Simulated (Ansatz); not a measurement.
**Bromine, solid Br2 (Cmce) under PBE: convergence with the plane-wave cutoff**

How high must the plane-wave cutoff be for energy and pressure to settle? The geometry was relaxed under PBE beforehand and stays fixed; 8 values are run, from 150 to 800 eV. Wanted are the values from which on the energy stays within 10 and 1 meV/atom, and the pressure within 0.5 GPa, of the last run. Within the series other settings stay, but some runs also write fields, which adds to their time. Spin polarisation is left out.

Program: Ansatz 0.2.0. Level of theory: DFT PBE, plane waves with PAW, scalar-relativistic. These are calculated values, not measurements.

### Step 1. Starting point

Symmetry: Cmce, No. 64, orthorhombic system. The conventional cell has a = 8.586 Å, b = 4.269 Å, c = 8.733 Å, α = 90.00°, β = 90.00°, γ = 90.00°. Br (site symmetry m) has 1 Br at 2.39 Å as nearest neighbours.

Coordinates:

```cif
data_structure
_symmetry_space_group_name_H-M 'Cmce'
_symmetry_Int_Tables_number 64
_cell_length_a 8.5862
_cell_length_b 4.2687
_cell_length_c 8.7329
_cell_angle_alpha 90.000
_cell_angle_beta 90.000
_cell_angle_gamma 90.000
_cell_volume 320.08
loop_
_atom_site_label
_atom_site_type_symbol
_atom_site_symmetry_multiplicity
_atom_site_Wyckoff_symbol
_atom_site_fract_x
_atom_site_fract_y
_atom_site_fract_z
_atom_site_occupancy
Br1 Br 8 f 0.50000 0.14081 0.61828 1
```

### Step 2. A run at the usual settings, for scale

File input.yaml:

```yaml
crystal:
  lattice:
    - [4.2931159844, -2.134367528, 0.0]
    - [4.2931159844, 2.134367528, 0.0]
    - [0.0, 0.0, 8.7329383928]
  atoms:
    - { symbol: Br, position: [0.8591891476, 0.1408108524, 0.1182798855] }
    - { symbol: Br, position: [0.6408108524, 0.3591891476, 0.6182798855] }
    - { symbol: Br, position: [0.1408108524, 0.8591891476, 0.8817201145] }
    - { symbol: Br, position: [0.3591891476, 0.6408108524, 0.3817201145] }
hamiltonian:
  xc: pbe
  pseudopotentials:
    kind: paw
    azcp:
      Br: "pseudopotentials/Br.paw.azcp"
basis:
  ecutwfc: 420
  fft_grid_basis: typed
kpoints:
  mp_grid: { grid: [8, 8, 4], shift: [0, 0, 0] }
magnetization:
  spin_polarized: false
scf:
  occupations: { method: fermi_dirac, width: 0.05 }
  lower_state_search: "off"
output:
  stress: true
```

The run is started by

```bash
ansatz run input.yaml --threads 1 --pin off --max-ram 3584MiB --backend cpu --events-out ev --progress --plain --runs-dir out
```

### Step 3. Cutoff 150 eV

The run at 150 eV.

input.yaml, as its differences from that of step 2:

```diff
@@ -17,3 +17,3 @@
 basis:
-  ecutwfc: 420
+  ecutwfc: 150
   fft_grid_basis: typed
```

### Step 4. Cutoff 200 eV

The run at 200 eV.

input.yaml, as its differences from that of step 3:

```diff
@@ -17,3 +17,3 @@
 basis:
-  ecutwfc: 150
+  ecutwfc: 200
   fft_grid_basis: typed
```

### Step 5. Cutoff 250 eV

The run at 250 eV.

input.yaml, as its differences from that of step 4:

```diff
@@ -17,3 +17,3 @@
 basis:
-  ecutwfc: 200
+  ecutwfc: 250
   fft_grid_basis: typed
```

### Step 6. Cutoff 300 eV

The run at 300 eV.

input.yaml, as its differences from that of step 5:

```diff
@@ -17,3 +17,3 @@
 basis:
-  ecutwfc: 250
+  ecutwfc: 300
   fft_grid_basis: typed
@@ -28 +28,5 @@
   stress: true
+  write_density: true
+  write_potential: true
+  elf: true
+  volumetric_format: npy
```

### Step 7. Cutoff 350 eV

The run at 350 eV.

input.yaml, as its differences from that of step 6:

```diff
@@ -17,3 +17,3 @@
 basis:
-  ecutwfc: 300
+  ecutwfc: 350
   fft_grid_basis: typed
@@ -28,5 +28 @@
   stress: true
-  write_density: true
-  write_potential: true
-  elf: true
-  volumetric_format: npy
```

### Step 8. Cutoff 500 eV

The run at 500 eV.

input.yaml, as its differences from that of step 7:

```diff
@@ -17,3 +17,3 @@
 basis:
-  ecutwfc: 350
+  ecutwfc: 500
   fft_grid_basis: typed
```

### Step 9. Cutoff 600 eV

The run at 600 eV.

input.yaml, as its differences from that of step 8:

```diff
@@ -17,3 +17,3 @@
 basis:
-  ecutwfc: 500
+  ecutwfc: 600
   fft_grid_basis: typed
@@ -28 +28,5 @@
   stress: true
+  write_density: true
+  write_potential: true
+  elf: true
+  volumetric_format: npy
```

### Step 10. Cutoff 800 eV

The run at 800 eV.

input.yaml, as its differences from that of step 9:

```diff
@@ -17,3 +17,3 @@
 basis:
-  ecutwfc: 600
+  ecutwfc: 800
   fft_grid_basis: typed
@@ -28,5 +28 @@
   stress: true
-  write_density: true
-  write_potential: true
-  elf: true
-  volumetric_format: npy
```

(Steps that only read results are left out.)

Q: Predict the outcome of this session.

As calculated:

| quantity | value |
| --- | --- |
| E(σ → 0) stays within 10 meV/atom of 800 eV | from 350 eV on |
| E(σ → 0) stays within 1 meV/atom | from 500 eV on |
| pressure stays within 0.5 GPa | from 200 eV on |
| pressure at 800 eV | -0.02 GPa |
| CPU time, dearest over cheapest | 14 |
| run at the usual settings (mesh 8×8×4 against the series' 8×8×4, 420 eV) | +0.7 meV/atom from 800 eV, -0.01 GPa |

What this shows: The far end, 150 eV, lies +3271 meV/atom and +1.5 GPa from the yardstick. The energy falls at each step up in cutoff, as the variational principle asks. Total energies within 1 meV/atom need 500 eV; differences between like structures often settle sooner. The cell taken over is 25 % larger than the measured one (31.89 Å³/atom, COD); without dispersion its layers, chains or molecules have drifted apart, so it no longer stands for the bulk solid.
